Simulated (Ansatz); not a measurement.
Relaxation of FH$_{4}$OSi (7 atoms, charge 0, multiplicity 2), to a largest force component of 0.03 eV/Å in at most 50 steps.

Theory: UKS B3LYP/6-31G* in Ansatz.

```xyz
7
Properties=species:S:1:pos:R:3:forces:R:3
Si 0.024 0.029 -0.335 0.00 0.00 -0.23
F 0.019 0.003 2.462 0.08 0.13 -3.58
H 1.420 0.019 -0.859 0.00 0.00 0.01
H -0.706 1.231 -0.828 0.00 0.00 0.01
H -0.690 -1.212 -0.754 0.00 0.01 0.01
O -0.008 -0.043 3.816 -0.08 -0.13 3.79
H -0.572 -0.828 3.958 0.00 0.00 0.00
```

**Question.** Where does it end, and by what steps?

**Answer.** The forces met the threshold. After 29 steps the energy has fallen by 4.441 eV; F2 moved furthest, 1.72 Å. Parted: F2–O6 (1.36 → 2.81 Å). Joined: Si1–F2 (2.80 → 1.63 Å).

```json
{"step": "0", "energy less start (eV)": "0.0000", "largest force component (eV/Å)": "3.786", "accepted": "yes"}
{"step": "2", "energy less start (eV)": "-0.1798", "largest force component (eV/Å)": "0.285", "accepted": "yes"}
{"step": "4", "energy less start (eV)": "-0.2125", "largest force component (eV/Å)": "0.492", "accepted": "yes"}
{"step": "6", "energy less start (eV)": "-1.1806", "largest force component (eV/Å)": "6.822", "accepted": "yes"}
{"step": "8", "energy less start (eV)": "-4.0336", "largest force component (eV/Å)": "1.210", "accepted": "yes"}
{"step": "10", "energy less start (eV)": "-4.2254", "largest force component (eV/Å)": "1.326", "accepted": "yes"}
{"step": "12", "energy less start (eV)": "-4.2929", "largest force component (eV/Å)": "0.319", "accepted": "yes"}
{"step": "14", "energy less start (eV)": "-4.3045", "largest force component (eV/Å)": "0.608", "accepted": "yes"}
{"step": "16", "energy less start (eV)": "-4.3478", "largest force component (eV/Å)": "0.322", "accepted": "yes"}
{"step": "18", "energy less start (eV)": "-4.3654", "largest force component (eV/Å)": "0.145", "accepted": "yes"}
{"step": "20", "energy less start (eV)": "-4.3742", "largest force component (eV/Å)": "0.259", "accepted": "yes"}
{"step": "22", "energy less start (eV)": "-4.3803", "largest force component (eV/Å)": "0.045", "accepted": "yes"}
{"step": "24", "energy less start (eV)": "-4.3911", "largest force component (eV/Å)": "0.469", "accepted": "yes"}
{"step": "26", "energy less start (eV)": "-4.4081", "largest force component (eV/Å)": "0.195", "accepted": "yes"}
{"step": "28", "energy less start (eV)": "-4.4378", "largest force component (eV/Å)": "0.419", "accepted": "yes"}
{"step": "29", "energy less start (eV)": "-4.4414", "largest force component (eV/Å)": "0.007", "accepted": "yes"}
```

```xyz
7
Properties=species:S:1:pos:R:3
Si -0.098 -0.164 0.164
F -0.644 -1.138 1.353
H 1.373 -0.039 0.278
H -0.764 1.154 0.275
H -0.457 -0.807 -1.125
O 0.259 0.489 3.457
H -0.181 -0.296 3.057
```

Time of the run: 3.3 min on 1 thread of Arm Neoverse V2, with other jobs on the host, peak memory 0.15 GiB.
